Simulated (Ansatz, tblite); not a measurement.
Elastic constant C12 (GPa) of solids drawn from the class of tetrahedrally bonded semiconductors and semimetals, at two levels: GFN2-xTB tight binding with its D4 term, in tblite, supercell at the zone centre, Fermi filling at 1000 K (free energies), no spin polarisation (tblite), and PBE in Ansatz (PAW).

| solid | GFN2-xTB | PBE | shift (%) |
|---|---|---|---|
| zinc-blende AlAs | 57.4 | 48.9 | -14.8 |
| zinc-blende BAs | 55.2 | 63.6 | +15.2 |
| zinc-blende CuCl | 41.3 | 44.6 | +8.0 |
| zinc-blende GaN (metastable phase) | 101 | 131 | +30 |
| zinc-blende CdTe | 26.2 | 29.7 | +13.4 |
| zinc-blende ZnSe | 24.2 | 45.1 | +86 |
| zinc-blende AlP | 68.2 | 61.3 | -10.1 |
| zinc-blende CdSe | 18.2 | 39.0 | +114 |
| zinc-blende AgI (metastable phase) | 31.0 | 23.8 | -23 |
| zinc-blende GaP | 41.4 | 52.5 | +27 |

The shifts run from -23 % to +114 %, with a median of +14.3 %.

Over all 10 rows PBE is the larger in 7.

Ansatz's runs of these crystals have no spin polarisation.

Spin–orbit coupling is left out, also for the solids with elements from indium on (zinc-blende CdTe, zinc-blende AgI); its size isn't shown.

Each level is taken at its own relaxed cell. Caveats: the method was fitted mainly to molecules (GFN2-xTB: zinc-blende AlAs, zinc-blende BAs, zinc-blende CuCl, zinc-blende GaN, zinc-blende CdTe, zinc-blende ZnSe and 4 more); the run uses a supercell at the zone centre in place of a k mesh (GFN2-xTB: zinc-blende AlAs, zinc-blende BAs, zinc-blende CuCl, zinc-blende GaN, zinc-blende CdTe, zinc-blende ZnSe and 4 more). Ansatz's density-functional and Hartree–Fock values are scalar-relativistic unless marked +SOC, with PAW data made under PBE.

Ansatz is a first-principles code.
